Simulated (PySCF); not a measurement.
Electronic absorption of CHNO

Compound: CHNO.
Cartesian coordinates in Å at the PBE0-D3(BJ)/def2-SVP level; atoms count from 1:
```
atom  x, y, z in Å
N1    -0.6974    0.2834   -0.1537
C2     0.4602    0.0380   -0.4084
O3     1.5732   -0.0779   -0.7318
H4    -1.3359   -0.2435    0.4222
```

The calculation used TDDFT CAM-B3LYP/def2-SVPD, vertical, gas phase, core orbitals frozen in the response (PySCF 2.14.0, density-fitted response routines).

Predict the UV-vis stick spectrum at this level.

```tsv
state	E (eV)	ν̃ (cm⁻¹)	f	symmetry	main configurations (H = HOMO, L = LUMO)
S1	6.58	53090	0.0015	–	H→L+1 (90%)
S2	7.64	61600	0.0088	A″	H→L (92%)
S3	7.68	61980	0.011	A′	H-1→L+1 (56%), H→L+2 (36%)
S4	8.25	66510	0.010	A′	H-1→L (91%)
S5	8.62	69510	0.0032	A″	H-1→L+2 (96%)
S6	9.77	78840	0.013	A″	H→L+3 (86%)
S7	10.07	81250	0.297	A′	H-1→L+3 (38%), H→L+2 (25%), H-1→L+1 (19%)
S8	10.52	84840	0.121	A′	H→L+4 (64%), H-1→L+3 (25%)
S9	10.65	85920	0.0084	A″	H→L+5 (95%)
S10	11.04	89010	0.011	A″	H-3→L+1 (82%)
```

Triplets (Tamm–Dancoff): T1 6.18 eV, H→L+1 (90%); T2 6.39 eV, H-1→L+1 (82%), H→L+2 (9%); T3 7.04 eV, H→L+2 (85%), H-1→L+1 (9%); T4 7.33 eV, H→L (91%).

The lowest singlet lies at 6.58 eV (188 nm, vacuum ultraviolet) and is very weak; its leading configuration is HOMO→LUMO+1 (90%). The most intense listed level is S7 at 10.07 eV (123 nm, f = 0.297), 3.49 eV above S1. Löwdin shares by element: HOMO nitrogen 47%, oxygen 32%, carbon 17%, hydrogen 4%; LUMO carbon 59%, nitrogen 16%, hydrogen 14%, oxygen 12%. Orbital energies (eV): HOMO-3 -15.03, HOMO-2 -14.89, HOMO-1 -10.93, HOMO -10.34, LUMO 0.95, LUMO+1 1.19, LUMO+2 2.62. Of the 10 states listed, 6 reach f = 0.01 and none stays under 0.0005. The oscillator strengths of these states sum to 0.485; summed over the whole spectrum of an exact calculation they would give the number of electrons, 22 (Thomas–Reiche–Kuhn). No computed singlet lies in the visible range (380 to 750 nm); the lowest, at 188 nm, stands 3.32 eV above its violet end (3.26 eV). All these states lie below the vertical ionisation energy of 11.83 eV (ΔSCF). Symmetry labels in Cs follow from the direction of the transition dipole and are given only for states with f of 0.002 or more. The window holds the lowest 10 singlets.
